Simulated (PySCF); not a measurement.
Relaxation of singlet SH₄

Level of theory: PySCF, PBE0, basis S def2-TZVP, H def2-TZVP (no relativity, density fitting). A (50,194) grid was used.

A hand-made square planar start, of D4h symmetry, held to at least that symmetry:

```xyz
5
charge 0 multiplicity 1, angstrom
S     0.0000    0.0000    0.0000
H     1.3500    0.0000    0.0000
H     0.0000    1.3500    0.0000
H    -1.3500    0.0000    0.0000
H     0.0000   -1.3500    0.0000
```

(1) What forces act on the atoms at the start (eV/Å)?

(2) What does it relax to?

(3) How much energy is released, and in how many steps?

## Answers

(1) 
```json
{"atom": "S1", "Fx": "0.00", "Fy": "0.00", "Fz": "0.00"}
{"atom": "H2", "Fx": "0.83", "Fy": "0.00", "Fz": "0.00"}
{"atom": "H3", "Fx": "0.00", "Fy": "0.83", "Fz": "0.00"}
{"atom": "H4", "Fx": "-0.83", "Fy": "0.00", "Fz": "0.00"}
{"atom": "H5", "Fx": "0.00", "Fy": "-0.83", "Fz": "0.00"}
```

(2) It ends at D4h with S–H 1.385 Å (×4); H–S–H 90.0° (×4), H–S–H 180.0° (×2). A frequency run shows 1 imaginary mode, down to 493i cm⁻¹, so it is a saddle point.

(3) 5.4 kJ/mol in 3 steps.

The relaxation took about 5 core-seconds on a shared host.
